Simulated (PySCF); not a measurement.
All values below come from PBE-D3(BJ)/def2-TZVP // TPSSh-D3(BJ)/def2-TZVP (PySCF 2.14.0). Isolated molecules, 0 K electronic values unless said otherwise. One relaxed conformer stands for a flexible species; it need not be the lowest. Excitations are Tamm–Dancoff values on a coarser integration grid. The basis has no diffuse functions, so Rydberg states are missing or too high.

Reference species (SMILES): `C=[OH+]` (charge +1, multiplicity 1).

The T1 excitation (TDA) is 4.99 eV and the brightest of the four lowest singlets (TDA) is 10.94 eV.

Changed species: `[H]/[O+]=C\O` (H–O–C–O torsion 0°) (X = hydroxy, proton added; the reference has X = H, proton added).

Question: What does the change do to the T1 excitation (TDA) and brightest of the four lowest singlets (TDA)?

Answer: the T1 excitation (TDA) rises by 1.30 eV, to 6.29 eV; the brightest of the four lowest singlets (TDA) falls by 1.73 eV, to 9.21 eV.
